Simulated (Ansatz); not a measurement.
# AlH2O, SMILES [O][AlH2]: a composite energy at a relaxed geometry

With the Python package of Ansatz (0.2.0).

Run as a notebook:

**Cell 1**
```python
import itertools

import ansatz as az
from ase.data import atomic_numbers, covalent_radii
import numpy as np

alh2o = (
    az.Crystal.molecule()
    .atom("O", (0.0773, -0.9412, 1.5441))
    .atom("Al", (-0.0156, 0.024, -0.0537))
    .atom("H", (-1.1508, -0.3192, -1.1651))
    .atom("H", (1.1445, 1.1761, -0.3456))
)
```

**Cell 2**
```python
model = alh2o.calculation().basis(gaussian="def2-SVP").functional("r2scan").spin("collinear", total=1)
symbols = [site.symbol for site in alh2o.cartesian_sites]
start = np.array([site.position_ang for site in alh2o.cartesian_sites], dtype=float)
report = model.relax(force_tolerance=0.01).run(threads=1).report
end = np.array(report["positions_ang"])
# pairs closer than 1.2 times the sum of covalent radii, before or after
radius = [covalent_radii[atomic_numbers[s]] for s in symbols]
span = lambda where, i, j: np.linalg.norm(where[i] - where[j])
bonded = [(i, j) for i, j in itertools.combinations(range(len(symbols)), 2) if min(span(start, i, j), span(end, i, j)) < 1.2 * (radius[i] + radius[j])]
print("pair        before    after (A)")
for i, j in bonded:
    print(f"{symbols[i]}{i}-{symbols[j]}{j}".ljust(10), f"{span(start, i, j):8.4f} {span(end, i, j):8.4f}")
```
Output:
```text
pair        before    after (A)
O0-Al1       1.8690   1.7356
Al1-H2       1.6253   1.5833
Al1-H3       1.6608   1.5831
```

**Cell 3**
```python
minimum = az.Crystal.molecule()
for symbol, place in zip(symbols, end):
    minimum = minimum.atom(symbol, place.tolist())
at_minimum = minimum.calculation().spin("collinear", total=1)
# MP2 extrapolated to the basis limit, plus the small-basis difference CCSD(T) - MP2
level = lambda method, basis: at_minimum.basis(gaussian=basis).correlation(method).run(threads=1).report
small, large, cluster = level("mp2", "cc-pVDZ"), level("mp2", "cc-pVTZ"), level("ccsd_t", "cc-pVDZ")
corr = lambda each: (each["free_energy_ev"] - each["reference_energy_ev"]) / 27.211386246
mp2_limit = (27 * corr(large) - 8 * corr(small)) / 19
pieces = {"HF / cc-pVTZ": large["reference_energy_ev"] / 27.211386246, "MP2 correlation, DZ-TZ limit": mp2_limit, "CCSD(T) - MP2 / cc-pVDZ": corr(cluster) - corr(small)}
for name, value in pieces.items():
    print(f"{name:32s} {value:14.6f} Ha")
print(f"{'sum':32s} {sum(pieces.values()):14.6f} Ha")
print("T1 diagnostic", round(cluster["correlation"]["coupled_cluster"]["t1_diagnostic"], 4))
```
Output:
```text
HF / cc-pVTZ                        -317.967043 Ha
MP2 correlation, DZ-TZ limit          -0.295608 Ha
CCSD(T) - MP2 / cc-pVDZ               -0.032919 Ha
sum                                 -318.295569 Ha
T1 diagnostic 0.0205
```

Caveats:
- Total energies depend on the basis set; only differences at equal settings carry meaning.
- The sum leaves out core correlation, relativity, the Hartree-Fock basis error and zero-point energy; a DZ-TZ extrapolation is rough.
- The run takes the species as open-shell (spin multiplicity 2), which needn't be its ground state.
- Inner cores stay frozen, so this is valence correlation.
- For Al to Cl the sets with a tight d function, cc-pV(X+d)Z, are usual.
- An extrapolation from small basis sets is rough.
- Wall time of the script: 23 s on 1 thread of Arm Neoverse V2 (shared host), peak memory 0.22 GiB.
